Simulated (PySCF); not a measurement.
**S2: a composite coupled-cluster curve**

One table from this session's results is given with a row withheld; the runs are named, their logs left out.

Program: PySCF 2.14.0. Level of theory: CCSD(T) on ROHF, no relativity in the base curves; scalar relativity is added as a correction. These are calculated values, not measurements.

Set-up of the first run:

```
molecule             : S2
state                : triplet, unpaired electrons π ↑↑
smaller basis        : S cc-pV(T+d)Z
larger basis         : S cc-pV(Q+d)Z
frozen core orbitals : 10
extrapolation        : correlation as n⁻³ (n = 3, 4), Hartree–Fock as (n+1)·exp(−9√n)
corrections          : scalar relativity
distances (Å)        : 1.6684, 1.7442, 1.8200, 1.8959, 1.9717, 2.0665, 2.1613
masses (u)           : 31.9721, 31.9721
dissociation limit   : S + S
```

Command:

```bash
$ OMP_NUM_THREADS=4 python comp.py task.json out
```

Among the steps run: Coupled cluster at each distance.

One table of the session follows, with a row left open; its other results are not shown here.

It belongs to the step «Coupled cluster at each distance». Parts of the energy along the bond, in eV from S + S:

```
 R (Å)  HF/CBS  CCSD corr.      (T)  relativity
1.6684  -1.186      -1.854  -0.2543      0.0072
1.7442  -1.857      -1.890  -0.2763      0.0105
1.8200  -2.139      -1.938  -0.3015      0.0119
1.8959       ?           ?        ?           ?
1.9717  -1.957      -2.065  -0.3618      0.0115
2.0665  -1.538      -2.163  -0.4058      0.0102
2.1613  -0.993      -2.273  -0.4540      0.0087
```

Q: Estimate the row for R (Å) = 1.8959 from the others.

Worked estimate for «HF/CBS». A straight line through the neighbours (1.8200, -2.139) and (1.9717, -1.957) gives -2.139 + (-1.957 + 2.139) × (1.8959 − 1.8200) / (1.9717 − 1.8200) = -2.048; a parabola fitted to 4 rows on both sides gives -2.142.

As computed: HF/CBS: -2.145; CCSD corr.: -1.996; (T): -0.3301; relativity: 0.0121. In «HF/CBS» the line misses by +0.097 and the parabola by +0.003.
